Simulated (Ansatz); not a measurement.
# H3S+ (sulfonium): levels of theory compared

Wanted: a comparison of 6 runs (HF/3-21G, revPBE/3-21G, RPA@PBE/3-21G, BCCD(T)/3-21G, CCSD/6-31G, CCSD(T)/3-21G) of H3S+ (sulfonium). 

The calculation is run with Ansatz 0.2.0.

9 further runs of the same task are left out: 7 that didn't finish, 2 set aside as unsound or not needed.

## Step 1: The system as given

H3S+ has 4 atoms, charge +1, and is taken as a singlet. SMILES: `[SH3+]`. The H2–S1 distance was set to 3.389 Å, away from the relaxed value. At this shape a bond of the SMILES string is far longer than usual.

Bond lengths: S1–H3 1.355 Å, S1–H4 1.355 Å. Angles: H3–S1–H4 93.7°.

## Step 2: A single-point energy at HF/3-21G (run 1)

Input file in.yaml:

```yaml
crystal:
  periodic: [false, false, false]
  atoms:
    - {symbol: S, position_ang: [-0.517972, -0.673650, -2.216383]}
    - {symbol: H, position_ang: [0.848020, 0.280920, 0.734350]}
    - {symbol: H, position_ang: [-1.313742, -1.610670, -1.645403]}
    - {symbol: H, position_ang: [-1.475092, 0.285180, -2.183873]}
basis:
  gaussian:
    orbitals: 3-21G.json
total_charge: 1
accuracy: high
hamiltonian:
  xc: hf
```

The basis set 3-21G is read from a file made from the Basis Set Exchange's data (not shown).

Command:

```bash
$ ansatz run in.yaml --threads 1 --pin off --max-ram 2610MiB --events-out events.jsonl --progress --plain --runs-dir runs
```

The program printed:

```text
Warning: RAYON_NUM_THREADS=1 ignored (pool sized by the plan → 1); use --threads N
Functional definition: HF
  name "HF"
  exchange = exact_x
  correlation = 0
349 factors; integrals over basis functions are off by at most 4.0e-9 eV
mean field evaluation 1: about -10793.4916 eV, gradient 2.4e1 eV
mean field evaluation 2: about -10793.4903 eV, gradient 2.4e1 eV
mean field evaluation 4: about -10796.0345 eV, gradient 4.0e0 eV
mean field evaluation 8: about -10796.2183 eV, gradient 6.7e-2 eV
mean field -10796.21833845 eV, -396.7537059985 hartree, gradient 1.9e-8 eV, S^2 0.000000; 0 other end points of the search recorded, 0 dependent functions left out
reference -10796.21833845 eV, -396.7537059985 hartree; 9, 9 occupied and 10, 10 virtual orbitals, 349 factors
Total energy: -10796.21833845 eV, -396.7537059985 hartree
```

Wall time 0.08 s (1 thread of Arm Neoverse V2, shared host).

## Step 3: A single-point energy at revPBE/3-21G (run 2)

Input file molecule.yaml:

```yaml
crystal:
  periodic: [false, false, false]
  atoms:
    - {symbol: S, position_ang: [-0.517972, -0.673650, -2.216383]}
    - {symbol: H, position_ang: [0.848020, 0.280920, 0.734350]}
    - {symbol: H, position_ang: [-1.313742, -1.610670, -1.645403]}
    - {symbol: H, position_ang: [-1.475092, 0.285180, -2.183873]}
basis:
  gaussian: {orbitals: 3-21G.json}
accuracy: high
total_charge: 1
hamiltonian: {xc: {name: revPBE}}
```

The basis set 3-21G is read from a file made from the Basis Set Exchange's data (not shown).

Command:

```bash
$ ansatz run molecule.yaml --threads 1 --pin off --max-ram 2610MiB --events-out events.jsonl --progress --plain --runs-dir runs
```

The program printed:

```text
Warning: RAYON_NUM_THREADS=1 ignored (pool sized by the plan → 1); use --threads N
Functional definition: revPBE
  name "revPBE"
  parameter kappa = 1.245
  parameter beta = 0.06672455060314922
  exchange = pbe_x(kappa = kappa, mu = beta*pi^2/3)
  correlation = pbe_c(beta = beta)
349 factors; integrals over basis functions are off by at most 4.0e-9 eV
mean field evaluation 1: about -10807.5839 eV, gradient 3.8e1 eV
mean field evaluation 2: about -10783.5261 eV, gradient 6.9e1 eV
mean field evaluation 4: about -10794.2143 eV, gradient 4.1e1 eV
mean field evaluation 8: about -10811.7750 eV, gradient 1.1e1 eV
mean field evaluation 16: about -10814.7919 eV, gradient 1.1e-8 eV
mean field -10814.79187570 eV, -397.4362709028 hartree, gradient 1.1e-8 eV, S^2 0.000000; 0 other end points of the search recorded, 0 dependent functions left out
reference -10814.79187823 eV, -397.4362709959 hartree; 9, 9 occupied and 10, 10 virtual orbitals, 349 factors
Total energy: -10814.79187823 eV, -397.4362709959 hartree
```

It took 0.62 s on 1 thread of Arm Neoverse V2, shared host.

Runs 3 to 5 aren't shown in full; the table further down has their settings and results.

## Step 4: A single-point energy at CCSD(T)/3-21G (run 6)

Input file job.yaml:

```yaml
basis:
  gaussian: {orbitals: 3-21G.json}
crystal:
  periodic: [false, false, false]
  atoms:
    - {symbol: S, position_ang: [-0.517972, -0.673650, -2.216383]}
    - {symbol: H, position_ang: [0.848020, 0.280920, 0.734350]}
    - {symbol: H, position_ang: [-1.313742, -1.610670, -1.645403]}
    - {symbol: H, position_ang: [-1.475092, 0.285180, -2.183873]}
total_charge: 1
correlation: {method: ccsd_t, frozen_orbitals: {H: 0, S: 5}}
accuracy: high
scf: {omitted_lower_state_checks: [cluster_reference, increment]}
```

The basis set 3-21G is read from a file made from the Basis Set Exchange's data (not shown).

Command:

```bash
$ ansatz run job.yaml --threads 1 --pin off --max-ram 2610MiB --events-out events.jsonl --progress --plain --runs-dir runs
```

The program printed, cut to the lines that bear on the results:

```text
Warning: RAYON_NUM_THREADS=1 ignored (pool sized by the plan → 1); use --threads N
[... 2 set-up lines as earlier in the session ...]
[...]
349 factors; integrals over basis functions are off by at most 4.0e-9 eV
[...]
mean field -10796.21833845 eV, -396.7537059985 hartree, gradient 1.9e-8 eV, S^2 0.000000; 0 other end points of the search recorded, 0 dependent functions left out; unrestricted orbitals would lower it
5 core orbitals not correlated: weight in the atoms' cores, before any rotation towards them, 1.000 or more for the frozen orbitals, at most 0.000 for the correlated occupied ones
reference -10796.21833845 eV, -396.7537059985 hartree; 4, 4 occupied and 10, 10 virtual orbitals, 349 factors
second order -2.75375181 eV of doubles, -0.00000000 eV of singles
cycle   1  -2.67424687 eV  change   -4.8e-1 eV  update   1.6e-1
[...]
cycle  31  -4.33121620 eV  change   3.9e-10 eV  update  2.8e-10
perturbative correction -0.65821664 eV, -0.0241890154 hartree
WARN: these amplitudes may be one of several solutions (largest doubles amplitude 0.95, level shift 3.68 eV)
Total energy: -10801.20777129 eV, -396.9370642735 hartree
Checks for a lower state left out: cluster_reference, increment
```

It took 0.16 s on 1 thread of Arm Neoverse V2, shared host.

## Step 5: All runs side by side

| run | level | frozen core orbitals | energy (Eh) | wall time |
| --- | --- | --- | --- | --- |
| 1 | HF/3-21G | – | -396.753706 | 0.08 s |
| 2 | revPBE/3-21G | – | -397.436271 | 0.62 s |
| 3 | RPA@PBE/3-21G | 5 | -396.969280 | 0.9 s |
| 4 | BCCD(T)/3-21G | 5 | -396.918878 | 0.16 s |
| 5 | CCSD/6-31G | 5 | -398.836995 | 0.18 s |
| 6 | CCSD(T)/3-21G | 5 | -396.937064 | 0.16 s |

## Step 6: Summary of results

| quantity | value |
| --- | --- |
| run 6: total energy | -396.93706 Eh |
| run 6: correlation energy (5 core orbitals frozen) | -183.4 mEh |
| run 6: (T) correction | -24.19 mEh |
| run 6: T1 diagnostic | 0.188 |

Below the HF energy at the same shape and in the same basis (3-21G): BCCD(T) -165.2 mEh; CCSD(T) -183.4 mEh. In runs 5, 6 the T1 diagnostic is large, so a single reference may not serve. In runs 3, 4, 5, 6 the log says that unrestricted orbitals would lower the reference, so the values rest on an unstable closed-shell determinant (other closed-shell runs at this shape may share the fault). All runs together took 2.1 s, the longest 0.9 s.
